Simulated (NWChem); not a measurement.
**One shape, several levels: C3H5NO (methoxyacetonitrile)**

We compute a comparison of 3 runs (HF/STO-3G, HF/3-21G, B3LYP/6-31G*) of C3H5NO (methoxyacetonitrile). 

The calculation is run with NWChem 7.3.0.

2 further runs of the same task are left out: 2 that didn't finish.

## Step 1: Starting point

C3H5NO: 10 atoms, total charge 0, spin state singlet. As SMILES, `COCC#N`. Geometry: relaxed at PBE0-D4/def2-TZVP. This is one conformer, not always the lowest.

Bond lengths: C1–O2 1.406 Å, O2–C3 1.395 Å, C3–C4 1.459 Å, C4–N5 1.148 Å, C1–H6 1.098 Å, C1–H7 1.089 Å, C1–H8 1.098 Å, C3–H9 1.101 Å, C3–H10 1.101 Å. Some angles: C1–O2–C3 111.6°, O2–C3–C4 109.6°, C3–C4–N5 178.2°, O2–C1–H6 111.4°, O2–C1–H7 107.0°, O2–C1–H8 111.4°, O2–C3–H9 111.7°, O2–C3–H10 111.7°, C4–C3–H9 108.2°, C4–C3–H10 108.2°.

## Step 2: Energy and forces at HF/STO-3G (run 1)

Input file test.nw:

```
start test
title "C3H5NO hf"
memory 2200 mb

geometry units angstroms noautosym nocenter noautoz
C      0.002500    -0.162100    -1.509400
O      0.669600    -0.111300    -0.272700
C     -0.217300     0.116000     0.780100
C      0.518300     0.160200     2.039200
N      1.066300     0.200800     3.047400
H     -0.510800     0.783800    -1.727000
H      0.758500    -0.341100    -2.272200
H     -0.733400    -0.976600    -1.534700
H     -0.975100    -0.679200     0.851800
H     -0.753400     1.070000     0.660800
end

basis spherical bse
* library STO-3G
end

scf
singlet
rhf
thresh 1e-08
maxiter 80
end

task scf gradient
```

Command:

```bash
$ nwchem test.nw > test.out
```

Log:

```text
[...]
  functions       =    30
[...]
  wavefunction    = RHF
[...]
         Total SCF energy =   -242.672808283491
      One-electron energy =   -644.067183737989
      Two-electron energy =    243.454317047772
 Nuclear repulsion energy =    157.940058406727
        Time for solution =      2.5s
[...]
                         RHF ENERGY GRADIENTS
    atom               coordinates                        gradient
                 x          y          z           x          y          z
   1 C       0.004724  -0.306325  -2.852352    0.017502  -0.000613   0.014484
   2 O       1.265361  -0.210327  -0.515328   -0.045535   0.006419   0.005894
   3 C      -0.410637   0.219208   1.474175    0.042457  -0.005102   0.002577
   4 C       0.979445   0.302734   3.853529   -0.006152  -0.000512  -0.011782
   5 N       2.015015   0.379457   5.758751   -0.010662  -0.000537  -0.017305
   6 H      -0.965272   1.481167  -3.263557    0.000054   0.002689   0.002050
   7 H       1.433357  -0.644586  -4.293835   -0.000636   0.000363   0.002678
   8 H      -1.385925  -1.845506  -2.900162   -0.000561  -0.002136   0.002559
   9 H      -1.842672  -1.283502   1.609669    0.001703  -0.000778  -0.000518
  10 H      -1.423720   2.022007   1.248731    0.001830   0.000207  -0.000637
[...]
```

Wall time 3.9 s (1 thread of Intel Xeon Platinum 8259CL at 2.50GHz (Skylake/Cascade Lake), shared host); peak memory 0.097 GiB.

## Step 3: Energy and gradient at HF/3-21G (run 2)

Input file m1.nw:

```
start m1
memory stack 880 mb heap 220 mb global 1100 mb

geometry units angstrom noautosym nocenter noautoz
  C        0.002500      -0.162100      -1.509400
  O        0.669600      -0.111300      -0.272700
  C       -0.217300       0.116000       0.780100
  C        0.518300       0.160200       2.039200
  N        1.066300       0.200800       3.047400
  H       -0.510800       0.783800      -1.727000
  H        0.758500      -0.341100      -2.272200
  H       -0.733400      -0.976600      -1.534700
  H       -0.975100      -0.679200       0.851800
  H       -0.753400       1.070000       0.660800
end

basis spherical bse
  * library 3-21G
end

scf
  thresh 1e-08
  maxiter 80
  print medium
end

task scf gradient
```

Command:

```bash
$ nwchem m1.nw > m1.out
```

Log:

```text
[...]
  functions       =    55
[...]
  wavefunction    = RHF
[...]
         Total SCF energy =   -244.421278599940
      One-electron energy =   -644.419614801512
      Two-electron energy =    242.058277794845
 Nuclear repulsion energy =    157.940058406727
        Time for solution =      3.1s
[...]
                         RHF ENERGY GRADIENTS
    atom               coordinates                        gradient
                 x          y          z           x          y          z
   1 C       0.004724  -0.306325  -2.852352    0.007938   0.002413   0.031151
   2 O       1.265361  -0.210327  -0.515328   -0.016855   0.001797  -0.003188
   3 C      -0.410637   0.219208   1.474175    0.023000  -0.005297  -0.021768
   4 C       0.979445   0.302734   3.853529   -0.013777  -0.001285  -0.027714
   5 N       2.015015   0.379457   5.758751    0.012697   0.001298   0.026624
   6 H      -0.965272   1.481167  -3.263557   -0.003150   0.007228  -0.001038
   7 H       1.433357  -0.644586  -4.293835    0.005650  -0.001237  -0.004699
   8 H      -1.385925  -1.845506  -2.900162   -0.004862  -0.006293   0.000422
   9 H      -1.842672  -1.283502   1.609669   -0.006289  -0.006944   0.000944
  10 H      -1.423720   2.022007   1.248731   -0.004352   0.008320  -0.000733
[...]
```

Run time: 4.5 s. Hardware: 1 thread of Intel Xeon Platinum 8259CL at 2.50GHz (Skylake/Cascade Lake), shared host; peak memory 0.098 GiB.

## Step 4: Energy and gradient at B3LYP/6-31G(d) (Cartesian functions) (run 3)

Input file mymol.nw:

```
echo
start mymol
memory 2200 mb

geometry noautosym nocenter noautoz
C     0.002500   -0.162100   -1.509400
O     0.669600   -0.111300   -0.272700
C    -0.217300    0.116000    0.780100
C     0.518300    0.160200    2.039200
N     1.066300    0.200800    3.047400
H    -0.510800    0.783800   -1.727000
H     0.758500   -0.341100   -2.272200
H    -0.733400   -0.976600   -1.534700
H    -0.975100   -0.679200    0.851800
H    -0.753400    1.070000    0.660800
end

basis "ao basis"
C library 6-31G*
O library 6-31G*
N library 6-31G*
H library 6-31G*
end

dft
xc b3lyp
mult 1
grid xfine
convergence energy 1e-08
iterations 100
mulliken
end

task dft gradient
```

Command:

```bash
$ nwchem mymol.nw > mymol.out
```

Log:

```text
[...]
          Wavefunction type:  closed shell.
          No. of atoms     :    10
          No. of electrons :    38
[...]
          Charge           :     0
          Spin multiplicity:     1
[...]
          AO basis - number of functions:    85
[...]
              XC Information
              --------------
                         B3LYP Method XC Potential
                     Hartree-Fock (Exact) Exchange  0.200
                        Slater Exchange Functional  0.800 local
                    Becke 1988 Exchange Functional  0.720 non-local
              Lee-Yang-Parr Correlation Functional  0.810
                  VWN I RPA Correlation Functional  0.190 local
[...]
 d= 0,ls=0.0,diis     1   -247.1234502365 -4.05D+02  2.20D-02  1.16D+00     5.5
[...]
 d= 0,ls=0.0,diis    11   -247.2574255684 -3.95D-09  3.25D-07  1.93D-09    52.0
         Total DFT energy =     -247.257425568444
      One electron energy =     -647.093711726179
           Coulomb energy =      275.484873962009
    Exchange-Corr. energy =      -33.588646211000
 Nuclear repulsion energy =      157.940058406727
[...]
  wavefunction    = closed shell
                         DFT ENERGY GRADIENTS
    atom               coordinates                        gradient
                 x          y          z           x          y          z
   1 C       0.004724  -0.306325  -2.852352    0.001612   0.000289   0.004415
   2 O       1.265361  -0.210327  -0.515328   -0.008360   0.001129   0.000549
   3 C      -0.410637   0.219208   1.474175    0.005431  -0.000875  -0.001663
   4 C       0.979445   0.302734   3.853529    0.009325   0.000743   0.017678
   5 N       2.015015   0.379457   5.758751   -0.013599  -0.000973  -0.024706
   6 H      -0.965272   1.481167  -3.263557    0.001404  -0.001761   0.001026
   7 H       1.433357  -0.644586  -4.293835   -0.001582   0.000344   0.001385
   8 H      -1.385925  -1.845506  -2.900162    0.001816   0.001527   0.000652
   9 H      -1.842672  -1.283502   1.609669    0.002132   0.001023   0.000202
  10 H      -1.423720   2.022007   1.248731    0.001821  -0.001447   0.000463
[...]
```

It took 63 s on 1 thread of Intel Xeon Platinum 8259CL at 2.50GHz (Skylake/Cascade Lake), shared host; peak memory 0.15 GiB.

## Step 5: Overview of the runs

```tsv
run	level	Cartesian functions	iteration cap	energy (Eh)	dipole moment (D)	HOMO energy (eV)	LUMO energy (eV)	wall time
1	HF/STO-3G	no	80	-242.672808	3.92	-9.91	9.25	3.9 s
2	HF/3-21G	no	80	-244.421279	5.09	-11.96	5.06	4.5 s
3	B3LYP/6-31G* (Cartesian functions)	yes	100	-247.257426	4.57	-7.77	0.27	63 s
```

## Step 6: Results

```
                       quantity          value
            run 3: total energy  -247.25743 Eh
           run 3: dipole moment         4.57 D
             run 3: HOMO energy       -7.77 eV
             run 3: LUMO energy        0.27 eV
           run 3: HOMO–LUMO gap        8.05 eV
run 3: largest force on an atom     1.451 eV/Å
```

In words: The dipole moment (its size) runs from 3.92 D (HF/STO-3G) to 5.09 D (HF/3-21G). The HOMO–LUMO gap runs from 8.05 eV (B3LYP/6-31G*) to 19.16 eV (HF/STO-3G). The two ends differ in method and basis. In run 1 the basis is minimal, so the values are rough. All runs together took 71 s, the longest 63 s.
